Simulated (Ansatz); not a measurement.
Saddle point of Si₂H₈, closed shell (SiH₄ + SiH₄ → Si₂H₆ ([SiH3][SiH3]) + H₂; bonds formed: Si1–Si7, H2–H6; bonds broken: Si1–H2, H6–Si7), PBE0-D4/def2-TZVP structure:

```tsv
atom	x (Å)	y (Å)	z (Å)
Si1	-0.1197	-1.1907	-0.2252
H2	1.5529	-1.1392	0.0985
H3	-1.5578	-0.7028	-0.4084
H4	0.2283	-1.6654	-1.5907
H5	-0.2465	-2.1077	0.9388
H6	1.0176	-0.1151	0.1724
Si7	-0.0904	1.3958	0.2201
H8	-0.6838	1.8003	-1.0791
H9	-1.1184	1.3961	1.2909
H10	1.0179	2.3286	0.5828
```

Energies are electronic, without zero-point energy. Barriers and step energies count from the start structure reached by relaxing down the imaginary mode; all methods use the PBE0-D4 structures, on which another method's saddle can fall below an end. Computed with Ansatz 0.2.0 (basis: def2-TZVPP, with def2-QZVPP for the basis limit); correlated methods freeze the cores. B3LYP uses VWN-RPA correlation. Extrapolation: Hartree–Fock as exp(−7.88 √X), correlation as X^−2.97.

```tsv
method	barrier (eV)	step energy (eV)
SPW92	2.470	0.097
PBE-D4	2.765	0.065
BLYP-D4	3.089	0.188
r2SCAN-D4	2.989	0.143
B97M-V	3.006	0.183
PBE0-D4	?	0.123
B3LYP-D4	3.244	0.229
r2SCAN0-D4	3.138	0.180
BHLYP-D4	3.513	0.299
CAM-B3LYP-D4	3.399	0.291
wB97X-V	3.360	0.225
wB97M-V	?	0.259
B2PLYP	3.401	0.274
PBE-QIDH	?	0.200
RPA on PBE	3.412	0.286
HF	4.205	0.487
MP2	3.433	0.247
CCSD	3.528	0.287
CCSD(T)	3.410	0.245
```

Fill in the withheld barriers. (Judge from chemistry; the value comes from the calculation.)

The calculation gives: PBE-QIDH 3.261; PBE0-D4 2.988; wB97M-V 3.303 eV. Each is the energy of the saddle less that of the start structure, by the same method.

For comparison, the barrier by CCSD(T) at an estimated basis limit (MP2 extrapolated from triple and quadruple zeta, plus CCSD(T) − MP2 in triple zeta) is 3.330 eV.

The T1 diagnostic stays at or below 0.014. The start structure is not quite a true minimum (one mode of 40i cm⁻¹).

Labels in which every atom is bracketed show which atoms are joined, not bond orders.

For scale, one of the runs: CCSD(T)/def2-TZVPP, 196 basis functions, launched by `ansatz run in.yaml --threads 2 --pin off --events-out ev --progress --plain --max-ram 4352MiB`. Hardware: 2 CPU threads of an Arm Neoverse V2, shared host. Wall time 29 s; peak host memory 2 GiB.
